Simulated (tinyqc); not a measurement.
Worked calculation (part 2 of 2): UKS/exchange-only LDA in the sto-3g basis, for LiH+, spin multiplicity 2. Computed by tinyqc, a small Python program that keeps every step (integrals from PySCF). Command: `OMP_NUM_THREADS=1 python tinyqc.py 25857 25858 out.jsonl` (the two numbers bound the seeds that draw the settings). One thread of a shared host (Intel(R) Xeon(R) Processor @ 2.60GHz), about 0.9 s of CPU time with the checks.

Geometry (angstrom):
```
atom,x,y,z
Li,0.000000,0.000000,0.000000
H,0.000000,0.000000,3.028000
```

## Iteration 15 (converged): orbitals

converged F(alpha) (hartree):
```
,1Li 1s,1Li 2s,1Li 2px,1Li 2py,1Li 2pz,2H 1s
1Li 1s,-2.030155,-0.573776,0.000000,0.000000,-0.000469,-0.004921
1Li 2s,-0.573776,-0.397670,0.000000,0.000000,-0.030209,-0.075107
1Li 2px,0.000000,0.000000,-0.164811,0.000000,0.000000,0.000000
1Li 2py,0.000000,0.000000,0.000000,-0.164811,0.000000,0.000000
1Li 2pz,-0.000469,-0.030209,0.000000,0.000000,-0.184165,-0.111990
2H 1s,-0.004921,-0.075107,0.000000,0.000000,-0.111990,-0.368676
```

converged F(beta) (hartree):
```
,1Li 1s,1Li 2s,1Li 2px,1Li 2py,1Li 2pz,2H 1s
1Li 1s,-2.028682,-0.572053,0.000000,0.000000,0.000994,-0.004867
1Li 2s,-0.572053,-0.360302,0.000000,0.000000,0.001548,-0.047556
1Li 2px,0.000000,0.000000,-0.133585,0.000000,0.000000,0.000000
1Li 2py,0.000000,0.000000,0.000000,-0.133585,0.000000,0.000000
1Li 2pz,0.000994,0.001548,0.000000,0.000000,-0.136081,-0.067051
2H 1s,-0.004867,-0.047556,0.000000,0.000000,-0.067051,0.041057
```

X:
```
,1,2,3,4,5,6
1Li 1s,-0.634182,0.504045,0.000000,0.000000,-0.428580,0.471894
1Li 2s,0.759891,-0.325117,0.000000,0.000000,-0.280677,0.562858
1Li 2px,0.000000,0.000000,-0.246356,0.969180,0.000000,0.000000
1Li 2py,0.000000,0.000000,0.969180,0.246356,0.000000,0.000000
1Li 2pz,0.355489,0.696061,0.000000,0.000000,0.596866,0.264284
2H 1s,-0.545263,-0.585530,0.000000,0.000000,0.496446,0.407867
```

Diagonalise F' = X^T F X, C = X C', fill 2 alpha and 1 beta electrons from the bottom; D(s) = C_occ C_occ^T. Each column has its largest component positive (the first on a tie).

F' = X^T F X (alpha) (hartree):
```
,1,2,3,4,5,6
1,-0.539856,0.318930,0.000000,0.000000,-0.354705,0.491322
2,0.318930,-0.506453,0.000000,0.000000,0.443669,-0.419559
3,0.000000,0.000000,-0.164811,0.000000,0.000000,0.000000
4,0.000000,0.000000,0.000000,-0.164811,0.000000,0.000000
5,-0.354705,0.443669,0.000000,0.000000,-0.731724,0.521494
6,0.491322,-0.419559,0.000000,0.000000,0.521494,-1.026690
```

orbital energies (alpha) (hartree): MO1 -2.034423, MO2 -0.385567, MO3 -0.233706, MO4 -0.164811, MO5 -0.164811, MO6 -0.151026

coefficients C (alpha):
```
,MO1,MO2,MO3,MO4,MO5,MO6
1Li 1s,0.986598,-0.072207,-0.288104,0.000000,0.000000,0.031912
1Li 2s,0.050667,0.239002,1.003527,0.000000,0.000000,-0.109401
1Li 2px,0.000000,0.000000,0.000000,0.733982,-0.679169,0.000000
1Li 2py,0.000000,0.000000,0.000000,0.679169,0.733982,0.000000
1Li 2pz,0.001757,0.210160,0.083076,0.000000,0.000000,0.992923
2H 1s,-0.004672,0.884126,-0.382178,0.000000,0.000000,-0.353849
```

F' = X^T F X (beta) (hartree):
```
,1,2,3,4,5,6
1,-0.415170,0.431919,0.000000,0.000000,-0.444869,0.433090
2,0.431919,-0.378441,0.000000,0.000000,0.335200,-0.511372
3,0.000000,0.000000,-0.133585,0.000000,0.000000,0.000000
4,0.000000,0.000000,0.000000,-0.133585,0.000000,0.000000
5,-0.444869,0.335200,0.000000,0.000000,-0.602441,0.635141
6,0.433090,-0.511372,0.000000,0.000000,0.635141,-0.909917
```

orbital energies (beta) (hartree): MO1 -2.032726, MO2 -0.212670, MO3 -0.144345, MO4 -0.133585, MO5 -0.133585, MO6 0.083772

coefficients C (beta):
```
,MO1,MO2,MO3,MO4,MO5,MO6
1Li 1s,0.987130,-0.291171,0.019941,0.000000,0.000000,0.054844
1Li 2s,0.048810,1.014660,-0.069848,0.000000,0.000000,-0.204761
1Li 2px,0.000000,0.000000,0.000000,0.931590,0.363512,0.000000
1Li 2py,0.000000,0.000000,0.000000,-0.363512,0.931590,0.000000
1Li 2pz,0.000114,0.013224,0.944993,0.000000,0.000000,-0.379183
2H 1s,-0.004058,0.084338,0.193014,0.000000,0.000000,1.004284
```

D(alpha) after iteration 15:
```
,1Li 1s,1Li 2s,1Li 2px,1Li 2py,1Li 2pz,2H 1s
1Li 1s,0.978590,0.032731,0.000000,0.000000,-0.013441,-0.068450
1Li 2s,0.032731,0.059689,0.000000,0.000000,0.050318,0.211071
1Li 2px,0.000000,0.000000,0.000000,0.000000,0.000000,0.000000
1Li 2py,0.000000,0.000000,0.000000,0.000000,0.000000,0.000000
1Li 2pz,-0.013441,0.050318,0.000000,0.000000,0.044170,0.185799
2H 1s,-0.068450,0.211071,0.000000,0.000000,0.185799,0.781701
```

D(beta) after iteration 15:
```
,1Li 1s,1Li 2s,1Li 2px,1Li 2py,1Li 2pz,2H 1s
1Li 1s,0.974426,0.048182,0.000000,0.000000,0.000113,-0.004006
1Li 2s,0.048182,0.002382,0.000000,0.000000,0.000006,-0.000198
1Li 2px,0.000000,0.000000,0.000000,0.000000,0.000000,0.000000
1Li 2py,0.000000,0.000000,0.000000,0.000000,0.000000,0.000000
1Li 2pz,0.000113,0.000006,0.000000,0.000000,0.000000,0.000000
2H 1s,-0.004006,-0.000198,0.000000,0.000000,0.000000,0.000016
```

Within a degenerate level the vectors are fixed only up to a rotation; this is one choice.

## Convergence

Stop when the energy changes by less than 1e-10 hartree and every element of the error matrix X^T (F D S - S D F) X (for each spin) is below 3e-06.

Course of the cycle:
```
iteration,E (hartree),change,largest element of the error matrix
1,-7.28379011,-,9.55e-02
2,-7.34898115,-6.52e-02,9.48e-03
3,-7.36053474,-1.16e-02,2.12e-03
4,-7.36288042,-2.35e-03,5.24e-04
5,-7.36335217,-4.72e-04,1.75e-04
6,-7.36344668,-9.45e-05,5.37e-05
7,-7.36346559,-1.89e-05,1.50e-05
8,-7.36346938,-3.78e-06,4.06e-06
9,-7.36347013,-7.57e-07,1.06e-06
10,-7.36347028,-1.51e-07,2.73e-07
11,-7.36347031,-3.03e-08,6.91e-08
12,-7.36347032,-6.05e-09,1.74e-08
13,-7.36347032,-1.21e-09,4.34e-09
14,-7.36347032,-2.42e-10,1.08e-09
15,-7.36347032,-4.84e-11,2.67e-10
```

PySCF UKS in the same basis, fine grid, after a stability check = -7.33210395 hartree

Converged in 15 iterations. The coarse grid moves the energy by -3.14e-02 hartree.

## Populations, bond orders and dipole

overlap S:
```
,1Li 1s,1Li 2s,1Li 2px,1Li 2py,1Li 2pz,2H 1s
1Li 1s,1.000000,0.241137,0.000000,0.000000,0.000000,0.001790
1Li 2s,0.241137,1.000000,0.000000,0.000000,0.000000,0.120061
1Li 2px,0.000000,0.000000,1.000000,0.000000,0.000000,0.000000
1Li 2py,0.000000,0.000000,0.000000,1.000000,0.000000,0.000000
1Li 2pz,0.000000,0.000000,0.000000,0.000000,1.000000,0.187370
2H 1s,0.001790,0.120061,0.000000,0.000000,0.187370,1.000000
```

Mulliken: Z minus the diagonal of D S on the atom; Loewdin: the same with S^(1/2) D S^(1/2); Mayer order: 2 sum_s sum (D(s) S)_ij (D(s) S)_ji over the two atoms.

Charges (e):
```
atom,Mulliken,Loewdin,Mulliken spin
1Li,0.841719,0.833774,0.158252
2H,0.158281,0.166226,0.841748
```

Mayer bond orders:
```
pair,order
2-1,0.266408
```

dipole moment about the origin, x y z (debye): 0.000000  0.000000  1.304460

<S^2> of the determinant (pure state: 0.75) = 0.750005
